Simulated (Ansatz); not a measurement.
The input, for Ansatz 0.2.0:

```yaml
crystal:
  periodic: [false, false, false]
  atoms:
    - {symbol: B, position_ang: [0.000000, 0.000000, 0.000000]}
    - {symbol: H, position_ang: [0.000000, 0.000000, -1.179181]}
    - {symbol: H, position_ang: [0.000000, 0.000000, 1.179181]}
basis:
  gaussian: {orbitals: pcseg-2}
total_charge: 1
magnetization: {spin_polarized: false}
hamiltonian: {xc: hf}
output: {forces: true, orbitals: {seedname: orbitals}}
```

```sh
$ ansatz run in.yaml --threads 1 --pin off --events-out ev --progress --plain --max-ram 2393MiB
```

Output:

```
335 factors; their error is unknown
mean field evaluation 1: about -692.9829 eV, gradient 8.1e0 eV
mean field evaluation 2: about -693.2817 eV, gradient 2.1e0 eV
mean field evaluation 4: about -693.3054 eV, gradient 1.3e-1 eV
mean field evaluation 8: about -693.2856 eV, gradient 4.3e-2 eV
mean field -693.28564461 eV, -25.4777775135 hartree, gradient 9.3e-6 eV, S^2 0.000000; 0 other end points of the search recorded, 0 dependent functions left out
the calculation of the forces begins
reference -693.28564461 eV, -25.4777775135 hartree; 3, 3 occupied and 55, 55 virtual orbitals, 335 factors
Total energy: -693.28564461 eV, -25.4777775135 hartree
Atom 0 at     0.000000     0.000000     0.000000 Å, force     0.000000    -0.000000    -0.000000 eV/Å
Atom 1 at     0.000000     0.000000    -1.179181 Å, force    -0.000000    -0.000000     0.372780 eV/Å
Atom 2 at     0.000000     0.000000     1.179181 Å, force     0.000000     0.000000    -0.372780 eV/Å
Dipole moment:     0.000000     0.000000     0.000000 e Å
```

Forces (eV/Å):
```
B    0.000  0.000  0.000
H    0.000  0.000  0.373
H    0.000  0.000 -0.373
```

Ran on 1 thread of Arm Neoverse V2, shared host: 0.12 s wall, 0.07 GiB peak host memory.
